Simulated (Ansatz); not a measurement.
Ideal-gas functions of BFH$_{4}$Si, SMILES `B[SiH2]F` at 800 K and 1 bar, from an Ansatz frequency run at PBE0-D4/def2-TZVP.

Molar mass 61.93 g/mol, point group Cs (symmetry number 1), electronic degeneracy 1, moments of inertia 23.179, 78.125, 95.408 u Å². Harmonic wavenumbers (cm⁻¹, unscaled): 175, 205, 387, 573, 655, 750, 852, 913, 922, 923, 1164, 2205, 2206, 2590, 2679.

Use S(trans) = R[1.5 ln M + 2.5 ln T − 1.1517]; rotational temperatures θ = 24.2544 K / I; S(rot) = R[ln(√π/σ · √(T³/θAθBθC)) + 1.5]; for each mode x = 1.438777 ν̃/T, S = R[x/(eˣ − 1) − ln(1 − e⁻ˣ)] and H = RT x/(eˣ − 1); 1 cm⁻¹ = 0.0119627 kJ/mol; R = 8.31446 J/(mol·K).

Q: By hand: the entropy, in J/(mol·K).

A: Translation 180.8. Rotation: θ = 1.0464, 0.3105, 0.2542 K, giving 111.0. Vibration, mode by mode: 17.96, 16.66, 11.49, 8.42, 7.42, 6.43, 5.53, 5.07, 5.00, 4.99, 3.54, 0.80, 0.80, 0.45, 0.39, in all 95.0. Electronic 0.0. Sum 386.8 J/(mol·K).

Q: By hand: H − E and G − E in kJ/mol, counted from the electronic energy.

A: Zero-point energy ½ × 17199 × 0.0119627 = 102.9; thermal vibration 40.3; translation, rotation and pV give 4 RT = 26.6. H − E = 169.8 kJ/mol, and G − E = 169.8 − 800 × 386.8/1000 = -139.6 kJ/mol.

Vibration gives 25 % of the entropy.
